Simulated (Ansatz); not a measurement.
Born–Oppenheimer molecular dynamics of C₂H₇NOS (12 atoms, charge 0, multiplicity 1). It goes on from the last frame of an earlier run, with new velocities.

Theory: Ansatz, RKS r2SCAN/STO-3G.

```json
{
  "ensemble": "NVE (velocity Verlet)",
  "time step": "0.5 fs",
  "steps asked": "387",
  "starting velocities drawn for": "1000 K",
  "masses": "H 2.014 u",
  "seed": "510923"
}
```

First frame:

```xyz
12
Properties=species:S:1:pos:R:3
C -0.689 -0.858 1.101
N 0.683 -0.304 0.583
C 0.285 0.241 -0.758
O 0.228 -1.037 -1.466
S 1.683 1.400 -1.142
H -1.254 -0.111 1.745
H -0.554 -1.690 1.694
H -1.365 -1.225 0.246
H 0.999 0.538 1.122
H -0.746 0.729 -0.899
H 0.822 -1.531 -0.862
H 1.044 2.177 -2.162
```

How far do the bonds stretch over the last three quarters of this one trajectory? (Pairs bonded in most of those frames.)


```tsv
bond	mean (Å)	spread (Å)	shortest	longest
C1–N2	1.522	0.032	1.46	1.59
C1–H6	1.113	0.037	1.04	1.18
C1–H7	1.115	0.068	1.00	1.24
C1–H8	1.111	0.042	1.03	1.19
N2–C3	1.538	0.042	1.47	1.63
N2–H9	1.073	0.053	0.98	1.16
C3–O4	1.464	0.051	1.37	1.57
C3–S5	1.896	0.091	1.68	2.05
C3–H10	1.131	0.040	1.05	1.21
O4–H11	1.036	0.049	0.95	1.11
S5–H12	1.367	0.039	1.30	1.43
```

Mean temperature of the second half: 811 K. The conserved energy stayed within 0.27 meV per atom of its start (net change -0.031 meV per atom), so the integration is sound. A run of 0.19 ps of so small a system gives no equilibrium averages. Limits of this set-up: minimal basis.

Time of the run: 27 min on 1 thread of Arm Neoverse N1, with other jobs on the host, peak memory 0.093 GiB.
